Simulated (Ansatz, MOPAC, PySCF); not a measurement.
Gas-phase reaction in SMILES: N=C=O [isocyanic acid] + 4 [H][H] (H2) -> C (CH4) + N (NH3) + O (H2O)

Quantity: energy of full hydrogenation (enthalpy at 298 K), in kcal/mol. Terms: no spin-orbit coupling; non-relativistic; LANL2DZ all-electron up to Ne; dispersion terms only where a functional's name holds one; 6-31G* and kin with 6d, 5d where marked; 6-311+G** with 5d; frozen cores in correlated levels. Basis-set limits of correlation are two-point, X^-3; Hartree-Fock from the larger set. First-principles rows: single points at B3LYP-D3(BJ) geometries (Ansatz, a program for electronic structure), with unscaled harmonic terms from B3LYP/6-31G* at its own minima. Semi-empirical rows: MOPAC heats of formation at their own minima for 298 K.

Coupled cluster (Ansatz) is a level with limits of its own, used here on species with T1 under 0.025 (0.045 for open shells) and stable references: CCSD(T)/CBS(cc-pVTZ,cc-pVQZ).

Value to compare with, CCSD(T)/CBS(cc-pVTZ,cc-pVQZ) (Ansatz): -58.3 kcal/mol.

```json
[
 {"level": "AM1", "program": "MOPAC", "energy of full hydrogenation (enthalpy at 298 K) (kcal/mol)": "-39.4", "difference": "18.9"},
 {"level": "HF/3-21G", "program": "Ansatz", "energy of full hydrogenation (enthalpy at 298 K) (kcal/mol)": "-63.5", "difference": "-5.2"},
 {"level": "HF/LANL2DZ", "program": "Ansatz", "energy of full hydrogenation (enthalpy at 298 K) (kcal/mol)": "-87.4", "difference": "-29.1"},
 {"level": "PBE/def2-SVP", "program": "Ansatz", "energy of full hydrogenation (enthalpy at 298 K) (kcal/mol)": "-42.0", "difference": "16.3"},
 {"level": "BP86/6-31G* (5d)", "program": "PySCF", "energy of full hydrogenation (enthalpy at 298 K) (kcal/mol)": "-33.6", "difference": "24.7"},
 {"level": "B3LYP/STO-3G", "program": "Ansatz", "energy of full hydrogenation (enthalpy at 298 K) (kcal/mol)": "-42.9", "difference": "15.4"},
 {"level": "B3LYP/6-31G*", "program": "Ansatz", "energy of full hydrogenation (enthalpy at 298 K) (kcal/mol)": "-39.4", "difference": "18.9"},
 {"level": "B3LYP/cc-pVDZ", "program": "Ansatz", "energy of full hydrogenation (enthalpy at 298 K) (kcal/mol)": "-44.4", "difference": "13.9"},
 {"level": "B3LYP/6-311+G**", "program": "Ansatz", "energy of full hydrogenation (enthalpy at 298 K) (kcal/mol)": "-53.3", "difference": "5.0"},
 {"level": "M06-2X/6-311+G**", "program": "PySCF", "energy of full hydrogenation (enthalpy at 298 K) (kcal/mol)": "-55.6", "difference": "2.7"},
 {"level": "PBE0/def2-TZVPD", "program": "Ansatz", "energy of full hydrogenation (enthalpy at 298 K) (kcal/mol)": "-59.8", "difference": "-1.5"},
 {"level": "wB97X-V/def2-TZVPD", "program": "Ansatz", "energy of full hydrogenation (enthalpy at 298 K) (kcal/mol)": "-57.2", "difference": "1.1"}
]
```

Among the 10 habitual levels, HF/LANL2DZ lies farthest from CCSD(T)/CBS(cc-pVTZ,cc-pVQZ) (Ansatz) (-29.1 kcal/mol) and M06-2X/6-311+G** nearest (2.7); 8 of 10 lie above it, and their mean absolute difference is 15.0 kcal/mol, the median 15.9. One case shows no general order.

The levels are drawn from those run, B3LYP/6-31G* more often than the rest, none by its result; runs whose electronic state is in doubt are left out.
